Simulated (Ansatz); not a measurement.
The cluster NaF₂⁻, relaxed as a quintet with UKS r2SCAN-D4/def2-TZVPD in Ansatz, starting from the r2SCAN-D4/def2-TZVPD geometry of the charge -1 singlet. Force threshold 0.02 eV/Å.

The highest occupied level of the charge -1 quintet lies above zero (up to 1.18 eV). The electron is either unbound and held by the finite basis, or the level is raised by self-interaction error. In the quintet geometry the species has come apart into loosely held pieces. At r2SCAN-D4/def2-TZVPD a singlet of charge -1 lies 10.97 eV below the quintet, each at its own geometry. The structure comes from a short search, and lower isomers may exist.

Start:

```xyz
3

Na    0.000    0.000    0.000
F    -1.878    0.095   -0.804
F     1.878   -0.095    0.804
```

| step | energy (eV) | largest force component (eV/Å) | SCF passes |
| --- | --- | --- | --- |
| 1 | -9841.5546 | 1.148 | 103 |
| 2 | -9841.7453 | 0.782 | 52 |
| 3 | -9841.9889 | 0.329 | 62 |
| 4 | -9842.0981 | 0.148 | 66 |
| 5 | -9842.1513 | 0.084 | 109 |
| 6 | -9842.1862 | 0.052 | 41 |
| 7 | -9842.2059 | 0.032 | 85 |
| 8 | -9842.2189 | 0.023 | 46 |
| 9 | -9842.2280 | 0.016 | 41 |
| 10 | -9842.2343 | 0.010 | 45 |
| 11 | -9842.2379 | 0.005 | 44 |
| 12 | -9842.2394 | 0.001 | 42 |

Force components are those of the run's own axes.

End:

```
atom    x (Å)    y (Å)    z (Å)
 Na1   0.0002   0.0008  -0.0003
  F2  -3.7594   0.1903  -1.6093
  F3   3.7592  -0.1911   1.6097
```

Bonds lost: Na1–F2, Na1–F3 (atoms count from 1). The end holds 3 separate pieces.

The force fell under the threshold at step 9, but the optimiser went on and released 0.011 eV more. No frequencies were taken in this run, so the end may be a saddle point.

It took 25 s on 4 threads of Intel Xeon 6975P-C on a shared host.
